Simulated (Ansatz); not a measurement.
# Forces away from equilibrium

CH2NaO, doublet, displaced at random from a GFN2-xTB minimum.

| atom | x (Å) | y (Å) | z (Å) |
| --- | --- | --- | --- |
| O1 | 0.0712 | -0.2761 | 0.7817 |
| C2 | 0.3252 | 0.2524 | -0.4454 |
| Na3 | -0.9914 | 1.9726 | 0.0512 |
| H4 | 0.1693 | -1.2961 | 0.7611 |
| H5 | 0.5542 | -0.7088 | -1.0876 |

Ansatz 0.2.0; basis: def2-TZVPP; cores frozen in the correlated methods; orbitals are unrestricted. The outer core shell of Li, Na, Mg and K is correlated. The def2 sets are not built for correlating such inner shells, so the correlated values are less sure here. B3LYP uses VWN-RPA correlation.

CCSD(T) forces from the calculation:
| atom | Fx | Fy | Fz (eV/Å) |
| --- | --- | --- | --- |
| O1 | -0.371 | -3.315 | 2.880 |
| C2 | 0.747 | -1.334 | -3.305 |
| Na3 | 0.033 | 0.055 | -0.021 |
| H4 | -0.280 | 2.630 | 0.239 |
| H5 | -0.129 | 1.964 | 0.206 |

Task: Which atom feels the largest CCSD(T) force, and how large is it?

Result: O1, 4.41 eV/Å, along (-0.08, -0.75, 0.65).

Root-mean-square difference of the force components from those of CCSD(T): PBE0-D4 0.407; wB97M-V 0.180; r2SCAN-D4 0.368; PBE-D4 0.571; B3LYP-D4 0.435; BHLYP-D4 0.348 eV/Å.

The T1 diagnostic stays at or below 0.021. ⟨S²⟩ of the unrestricted Hartree–Fock references: 0.77 (a pure state has 0.75). These are differences at one structure, and CCSD(T) in triple zeta is itself an approximation.

For scale, one of the runs: CCSD(T)/def2-TZVPP forces, 122 basis functions, launched by `ansatz run in.yaml --threads 4 --pin off --events-out ev --progress --plain --max-ram 5222MiB`. Hardware: 4 CPU threads of an Arm Neoverse N1, shared host. Wall time 3.4 min; peak host memory 2.5 GiB.
